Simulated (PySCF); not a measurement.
Molecule: SMILES C(=O)CCCCl, C₄H₇ClO.

Geometry:
```csv
atom,x (Å),y (Å),z (Å)
O1,-1.900,-0.420,-1.013
C2,-1.782,-0.126,0.148
C3,-0.532,0.426,0.768
C4,0.633,0.585,-0.193
C5,1.216,-0.725,-0.686
Cl6,1.861,-1.720,0.661
H7,-2.643,-0.249,0.857
H8,-0.805,1.391,1.232
H9,-0.258,-0.229,1.615
H10,1.428,1.176,0.287
H11,0.300,1.146,-1.082
H12,2.054,-0.549,-1.373
H13,0.458,-1.329,-1.199
```

Geometry PBE0-D3(BJ)/def2-SVP throughout; GIAO in PySCF, gas phase, one conformer, non-relativistic; equivalent atoms averaged; functional PBE0.

For orientation, cc-pVTZ gives these absolute shieldings σ: O1 -327.8, C2 -16.5, C5 138.6, C3 145.9, C4 160.8, H7 21.24, H12/H13 27.56, H8/H9 28.52, H10/H11 29.43 ppm.

A run gave: O1 -282.6, C2 5.7, C5 150.0, C3 156.9, C4 169.8, H7 22.10, H12/H13 28.45, H8/H9 29.47, H10/H11 30.24 ppm (absolute shieldings σ).

Q: Which basis set was used in that run?
A. IGLO-III
B. 6-311+G(2d,p)
C. 6-31G*
D. pcSseg-1
E. def2-TZVP

A: C. C2 tells them apart best: 6-31G* gives 5.7, def2-TZVP gives -18.8, pcSseg-1 gives -21.0, 6-311+G(2d,p) gives -17.5, IGLO-III gives -26.3 ppm.
